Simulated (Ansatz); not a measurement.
**B2PLYP/def2-SVPD run of CH5NSi (SMILES C[Si]N)**

Aim: the vertical ionisation energy of CH5NSi at B2PLYP/def2-SVPD, from 2 runs. 

The calculation is run with Ansatz 0.2.0.

60 further runs of the same task are left out: 60 set aside as unsound or not needed.

### 1 The structure to begin with

The species is CH5NSi (8 atoms), meant as a singlet with charge 0. SMILES: `C[Si]N`. Geometry: relaxed at PBE0-D4/def2-TZVP. This is one conformer, not always the lowest.

Bond lengths: C1–Si2 1.904 Å, Si2–N3 1.709 Å, C1–H4 1.094 Å, C1–H5 1.094 Å, C1–H6 1.098 Å, N3–H7 1.008 Å, N3–H8 1.010 Å. Angles: C1–Si2–N3 98.7°, Si2–C1–H4 115.0°, Si2–C1–H5 110.7°, Si2–C1–H6 107.9°, Si2–N3–H7 121.7°, Si2–N3–H8 126.1°, H4–C1–H5 108.8°, H4–C1–H6 108.0°, H5–C1–H6 106.1°, H7–N3–H8 112.1°.

### 2 The energy at B2PLYP/def2-SVPD

The input, job.yaml:

```yaml
basis:
  gaussian: {orbitals: def2-SVPD}
crystal:
  periodic: [false, false, false]
  atoms:
    - symbol: C
      position_ang: [-0.660000, 0.824700, -0.552100]
    - symbol: Si
      position_ang: [0.963800, 0.653800, 0.427700]
    - symbol: N
      position_ang: [0.932200, -1.034400, 0.690700]
    - symbol: H
      position_ang: [-1.026400, -0.101800, -1.004300]
    - symbol: H
      position_ang: [-0.562500, 1.583400, -1.334100]
    - symbol: H
      position_ang: [-1.431400, 1.195000, 0.135900]
    - symbol: H
      position_ang: [1.651200, -1.501900, 1.220100]
    - symbol: H
      position_ang: [0.225200, -1.675700, 0.360300]
hamiltonian: {xc: {name: B2PLYP}}
correlation: {frozen_orbitals: {C: 1, H: 0, "N": 1, Si: 5}}
accuracy: high
output: {orbitals: {seedname: orbitals}}
```

Started as:

```bash
ansatz run job.yaml --threads 1 --pin off --max-ram 3480MiB --events-out events.jsonl --progress --plain --runs-dir runs
```

Standard output:

```text
Warning: RAYON_NUM_THREADS=1 ignored (pool sized by the plan → 1); use --threads N
Functional definition: B2PLYP
  name "B2PLYP"
  parameter a = 0.53
  parameter c = 0.27
  exchange = (1 - a)*b88_x + a*exact_x
  correlation = (1 - c)*lyp_c + c*(mp2_os + mp2_ss)
2100 factors; integrals over basis functions are off by at most 3.5e-9 eV
mean field evaluation 1: about -10465.8892 eV, gradient 5.2e1 eV
mean field evaluation 2: about -10465.8893 eV, gradient 5.2e1 eV
mean field evaluation 4: about -10471.7320 eV, gradient 5.8e0 eV
mean field evaluation 8: about -10471.8149 eV, gradient 2.3e-1 eV
mean field evaluation 16: about -10471.8151 eV, gradient 6.7e-6 eV
mean field -10471.81510171 eV, -384.8321069365 hartree, gradient 6.9e-8 eV, S^2 0.000000; 0 other end points of the search recorded, 0 dependent functions left out
7 core orbitals not correlated: weight in the atoms' cores, before any rotation towards them, 1.000 or more for the frozen orbitals, at most 0.000 for the correlated occupied ones
reference -10471.81512677 eV, -384.8321078577 hartree; 9, 9 occupied and 88, 88 virtual orbitals, 2100 factors
second order -14.30995349 eV of doubles, -0.00000000 eV of singles
Total energy: -10475.67881422 eV, -384.9740957523 hartree
```

Run time: 8.1 s. Hardware: 1 thread of AMD EPYC 7R43 (Zen 3), shared host; peak memory 0.35 GiB.

### 3 The doublet cation, same level

The input, input.yaml:

```yaml
crystal:
  periodic: [false, false, false]
  atoms:
    - {symbol: C, position_ang: [-0.660000, 0.824700, -0.552100]}
    - {symbol: Si, position_ang: [0.963800, 0.653800, 0.427700]}
    - {symbol: N, position_ang: [0.932200, -1.034400, 0.690700]}
    - {symbol: H, position_ang: [-1.026400, -0.101800, -1.004300]}
    - {symbol: H, position_ang: [-0.562500, 1.583400, -1.334100]}
    - {symbol: H, position_ang: [-1.431400, 1.195000, 0.135900]}
    - {symbol: H, position_ang: [1.651200, -1.501900, 1.220100]}
    - {symbol: H, position_ang: [0.225200, -1.675700, 0.360300]}
basis:
  gaussian:
    orbitals: def2-SVPD
total_charge: 1
magnetization:
  spin_polarized: true
  initial_magnetization: 1
hamiltonian:
  xc: {name: B2PLYP}
correlation:
  frozen_orbitals: {C: 1, H: 0, "N": 1, Si: 5}
accuracy: high
output: {orbitals: {seedname: orbitals}}
```

Started as:

```bash
ansatz run input.yaml --threads 1 --pin off --max-ram 3480MiB --events-out events.jsonl --progress --plain --runs-dir runs
```

Standard output:

```text
Warning: RAYON_NUM_THREADS=1 ignored (pool sized by the plan → 1); use --threads N
[... 6 set-up lines as earlier in the session ...]
2098 factors; integrals over basis functions are off by at most 3.5e-9 eV
mean field evaluation 1: about -10450.6606 eV, gradient 5.4e1 eV
mean field evaluation 2: about -10450.6613 eV, gradient 5.4e1 eV
mean field evaluation 4: about -10463.3333 eV, gradient 9.9e0 eV
mean field evaluation 8: about -10463.8515 eV, gradient 1.8e-1 eV
mean field evaluation 16: about -10463.8520 eV, gradient 2.2e-4 eV
mean field evaluation 32: about -10451.8446 eV, gradient 4.0e1 eV
mean field -10463.85198928 eV, -384.5394679524 hartree, gradient 2.7e-8 eV, S^2 0.759264; 2 other end points of the search recorded, 0 dependent functions left out
7 core orbitals not correlated: weight in the atoms' cores, before any rotation towards them, 1.000 or more for the frozen orbitals, at most 0.000 for the correlated occupied ones
reference -10463.85201499 eV, -384.5394688973 hartree; 9, 8 occupied and 88, 89 virtual orbitals, 2098 factors
second order -13.43901485 eV of doubles, -0.00000000 eV of singles
Total energy: -10467.48054900 eV, -384.6728150626 hartree
```

Wall time 14 s (1 thread of AMD EPYC 7R43 (Zen 3), shared host); peak memory 0.54 GiB.

### 4 What came out

At B2PLYP/def2-SVPD, 7 core orbitals frozen:

```
                                                                quantity          value
                                            singlet CH5NSi: total energy  -384.97410 Eh
                       singlet CH5NSi: HOMO energy (SCF part's orbitals)       -6.94 eV
                       singlet CH5NSi: LUMO energy (SCF part's orbitals)        0.15 eV
                     singlet CH5NSi: HOMO–LUMO gap (SCF part's orbitals)        7.09 eV
                                            doublet cation: total energy  -384.67282 Eh
doublet cation: HOMO energy (SCF part's orbitals) (highest over α and β)      -15.31 eV
 doublet cation: LUMO energy (SCF part's orbitals) (lowest over α and β)       -8.99 eV
                                                    doublet cation: ⟨S²⟩          0.759
                      vertical ionisation energy (to the doublet cation)       8.198 eV
```

The vertical ionisation energy comes to 8.20 eV (189 kcal/mol). −ε(HOMO) before ionisation, 6.94 eV, is 1.26 eV below this ionisation energy.
